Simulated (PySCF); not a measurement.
Some computed properties have been withheld. Give your best values.

Compound: C5H7O (charge +1).
Numbering: `[CH3:1][O:2][CH2:3][c+:4]1[cH:5][cH:6]1` (hydrogens: H7, H8, H9 on C1; H10, H11 on C3; H12 on C5; H13 on C6)

Geometry (PBE0-D3(BJ)/def2-SVP, Å), atoms numbered from 1 in this order:
```xyz
13
C5H7O angstrom
C     -1.9262    0.5298    1.1966
O     -0.5670    0.4571    0.8113
C     -0.3507   -0.2331   -0.3500
C      1.0838   -0.2671   -0.6282
C      2.3519    0.0846   -0.2386
C      2.1738   -0.6192   -1.3839
H     -1.9601    1.0972    2.1337
H     -2.3475   -0.4762    1.3683
H     -2.5309    1.0532    0.4354
H     -0.8417    0.2057   -1.2510
H     -0.6954   -1.2946   -0.3313
H      3.0107    0.5771    0.4800
H      2.5970   -1.1084   -2.2648
```

```csv
property,level,value
point group,PBE0-D3(BJ)/def2-SVP,Cs
"rotational constants A, B, C",PBE0-D3(BJ)/def2-SVP,?
HOMO energy,PBE0/def2-SVPD,?
LUMO energy,PBE0/def2-SVPD,?
lowest singlet excitation,TDDFT PBE0/def2-SVPD,?
strongest line among the 6 lowest singlet transitions,TDDFT PBE0/def2-SVPD,?
static isotropic polarisability,PBE0/def2-SVPD,?
electronic spatial extent ⟨r²⟩ about the centre of nuclear charge,PBE0/def2-SVPD,?
```

Gas-phase values; electronic properties from PySCF, density fitting. Geometry: PBE0-D3(BJ)/def2-SVP, one conformer, isolated ion.

**Question.** What is the static isotropic polarisability?

**Answer.** 54.5 au.

**Question.** What is the LUMO energy?

**Answer.** -7.11 eV.

**Question.** Give the electronic spatial extent ⟨r²⟩ about the centre of nuclear charge.

**Answer.** 685 bohr².

**Question.** What is the strongest line among the 6 lowest singlet transitions?

**Answer.** S2 at 4.24 eV (292 nm, f = 0.020).

**Question.** What are the rotational constants A, B, C?

**Answer.** 15.373, 1.857, 1.693 GHz.

**Question.** What is the lowest singlet excitation?

**Answer.** 4.10 eV (302 nm, f = 0.000).

**Question.** What is the HOMO energy?

**Answer.** -12.20 eV.

The largest Löwdin shares of the LUMO are 0.47 on C6, 0.33 on C5, 0.10 on C4 and 0.06 on H13. With B = h/(8π²I), that is 505.379 GHz u Å² over I, the principal moments of inertia are 32.9, 272.1 and 298.6 u Å² (most abundant isotopes). No computed singlet falls in the visible range (750 to 380 nm, 1.65 to 3.26 eV); S1 lies 0.84 eV above its blue end. The rotational constants make it an asymmetric top with κ = (2B − A − C)/(A − C) = -0.98, nearer the prolate limit (−1). The polarisability is 8.07 Å³ as a volume (1 au = 0.148185 Å³), or 1.24 au for each of the 44 electrons.
